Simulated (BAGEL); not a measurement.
**Two attempts at BNH6 (SMILES [BH3-][NH3+])**

Aim: the energy of BNH6 at CASCI(4 orbitals)/STO-3G (density fitting with svp-jkfit, 3 roots).

The results are computed with BAGEL 1.2.2.

7 further runs of the same task are left out: 3 that didn't finish, 4 set aside as unsound or not needed.

## 1. The structure to begin with

The species is BNH6 (8 atoms), meant as a singlet with charge 0. SMILES: `[BH3-][NH3+]`. The coordinates come from a PBE0-D4/def2-TZVP relaxation.

Bond lengths: B1–N2 1.639 Å, B1–H3 1.212 Å, B1–H4 1.212 Å, B1–H5 1.212 Å, N2–H6 1.015 Å, N2–H7 1.015 Å, N2–H8 1.015 Å. Some angles: B1–N2–H6 110.9°, B1–N2–H7 110.9°, B1–N2–H8 110.9°, N2–B1–H3 105.3°, N2–B1–H4 105.3°, N2–B1–H5 105.3°, H6–N2–H7 108.0°, H6–N2–H8 108.0°, H7–N2–H8 108.0°, H3–B1–H4 113.3°.

## 2. Try one

Input file input.json:

```json
{ "bagel" : [

{
  "title" : "molecule",
  "basis" : "tzvp",
  "df_basis" : "svp-jkfit",
  "angstrom" : true,
  "geometry" : [
    { "atom" : "B", "xyz" : [      -0.191300,       0.250800,      -0.775400 ] },
    { "atom" : "N", "xyz" : [       0.206500,      -0.255100,       0.731700 ] },
    { "atom" : "H", "xyz" : [      -0.078200,      -0.728400,      -1.481000 ] },
    { "atom" : "H", "xyz" : [      -1.332600,       0.649700,      -0.687200 ] },
    { "atom" : "H", "xyz" : [       0.604400,       1.126600,      -1.038400 ] },
    { "atom" : "H", "xyz" : [       0.140800,       0.507000,       1.398700 ] },
    { "atom" : "H", "xyz" : [       1.156600,      -0.611300,       0.755300 ] },
    { "atom" : "H", "xyz" : [      -0.414000,      -0.996500,       1.040500 ] }
  ]
},

{
  "title" : "hf"
},

{
  "title" : "fci",
  "nstate" : 3,
  "ncore" : 6,
  "norb" : 4,
  "dipoles" : true
}

]}
```

Started as:

```console
$ BAGEL_NUM_THREADS=1 BAGEL input.json > input.out
```

The log of the run:

```text
* using 1 threads per process

  ===============================================================
  ===============================================================

  ERROR: EXCEPTION RAISED:  tzvp cannot be opened. Please see if the file is in <basis library>.
  You can also specify the full path to the basis file.
```

Wall time 0.16 s (1 thread of Arm Neoverse V1, shared host).

## 3. Reading the log

The input was rejected.

The telling line is `ERROR: EXCEPTION RAISED:  tzvp cannot be opened. Please see if the file is in <basis library>.`. Cause: the input names a basis that the program doesn't know. The culprit stands in `"basis" : "tzvp",`.

## 4. Second attempt

input.json: that of step 2 with these lines changed.

```diff
@@ -4,3 +4,3 @@
   "title" : "molecule",
-  "basis" : "tzvp",
+  "basis" : "sto-3g",
   "df_basis" : "svp-jkfit",
```

Started as:

```console
$ BAGEL_NUM_THREADS=1 BAGEL input.json > input.out
```

The log of the run:

```text
* using 1 threads per process

  ===============================================================
  ===============================================================

  *** Geometry ***

  { "atom" : "B", "xyz" : [     -0.361505,      0.473943,     -1.465294 ] },
  { "atom" : "N", "xyz" : [      0.390228,     -0.482069,      1.382713 ] },
  { "atom" : "H", "xyz" : [     -0.147777,     -1.376477,     -2.798684 ] },
  { "atom" : "H", "xyz" : [     -2.518249,      1.227755,     -1.298620 ] },
  { "atom" : "H", "xyz" : [      1.142150,      2.128965,     -1.962292 ] },
  { "atom" : "H", "xyz" : [      0.266073,      0.958091,      2.643160 ] },
  { "atom" : "H", "xyz" : [      2.185657,     -1.155190,      1.427310 ] },
  { "atom" : "H", "xyz" : [     -0.782347,     -1.883112,      1.966260 ] },

  Number of auxiliary basis functions:      260

  Since a DF basis is specified, we compute 2- and 3-index integrals:
    o Being stored without compression. Storage requirement is 0.001 GB

  Number of basis functions:       16
  Number of electrons      :       18

    * METHOD: MOLECULE                             0.05

  *** RHF ***

  === Nuclear Repulsion ===
    40.7545627830

      * DIIS with orbital gradients will be used.

  === RHF iteration (sto-3g) ===
      0        -81.56315091          0.01672281           0.00
      1        -81.59177872          0.00476108           0.00
      2        -81.59404157          0.00135819           0.00
      3        -81.59422917          0.00014995           0.00
      4        -81.59423151          0.00001679           0.00
      5        -81.59423155          0.00000295           0.00
      6        -81.59423155          0.00000045           0.00
      7        -81.59423155          0.00000005           0.00
      8        -81.59423155          0.00000001           0.00
    * SCF iteration converged.

    * Permanent dipole moment:
           (   -0.561817,     0.714379,    -2.128203) a.u.

    * METHOD: HF                                   0.05

  ---------------------------
        FCI calculation
  ---------------------------

  Performs exactly the same way as Knowles & Handy 1984 CPL

  o alpha-beta strings
      length:             8
  o size of the space
      determinant space:  16
      spin-adapted space: 10

  o single displacement lists (alpha)
      length:            24
  o single displacement lists (beta)
      length:            24

     guess   0:   closed 111.                 open ....
     guess   1:   closed 11..                 open ..11
     guess   2:   closed 1.1.                 open .1.1

  === FCI iteration ===

      0  0       -81.59423155     4.67e-03      0.00
      0  1       -80.95427531     6.70e-03      0.00
      0  2       -80.95425654     6.70e-03      0.00

      1  0       -81.59444268     2.90e-04      0.00
      1  1       -80.95499035     6.81e-04      0.00
      1  2       -80.95497013     7.46e-04      0.00

      2  0       -81.59444355     1.16e-06      0.00
      2  1       -80.95499740     1.76e-08      0.00
      2  2       -80.95497862     2.92e-08      0.00

      3  0 *     -81.59444355     3.39e-15      0.00
      3  1 *     -80.95499740     1.07e-15      0.00
      3  2 *     -80.95497862     1.08e-15      0.00

     * ci vector, state   0, <S^2> = -0.0000
       222.    -0.9999351077

     * ci vector, state   1, <S^2> = -0.0000
       22ab     0.7062984686
       22ba     0.7062984686

     * ci vector, state   2, <S^2> = 0.0000
       2a2b    -0.7062984832
       2b2a    -0.7062984832

    * Permanent dipole moment: state 0
           (   -0.561502,     0.713978,    -2.127010) a.u.

    * Permanent dipole moment: state 1
           (    0.807275,     0.015770,     1.233477) a.u.

    * Permanent dipole moment: state 2
           (   -0.163153,    -0.834853,     1.204054) a.u.

    * Permanent dipole moment: states 1 0
           (    0.019886,    -0.021556,    -0.012336) a.u.

    * Permanent dipole moment: states 2 0
           (   -0.023747,    -0.021169,    -0.000840) a.u.

    * Permanent dipole moment: states 2 1
           (   -0.395711,     0.442744,     0.253114) a.u.

    * METHOD: FCI                                  0.00

  ===============================================================
```

Run time: 0.26 s. Hardware: 1 thread of Arm Neoverse V1, shared host.

The roots found:

| excited state | energy (eV) |
| --- | --- |
| 1 | 17.400 |
| 2 | 17.401 |

## 5. Summary of results

Level: CASCI(4 orbitals)/STO-3G (density fitting with svp-jkfit, 3 roots).

| quantity | value |
| --- | --- |
| energy of the lowest of 3 roots | -81.59444 Eh |
| dipole moment (lowest root) | 5.88 D |
| lowest excitation energy | 17.40 eV |

What this shows: Excitation energies in a minimal basis are rough.
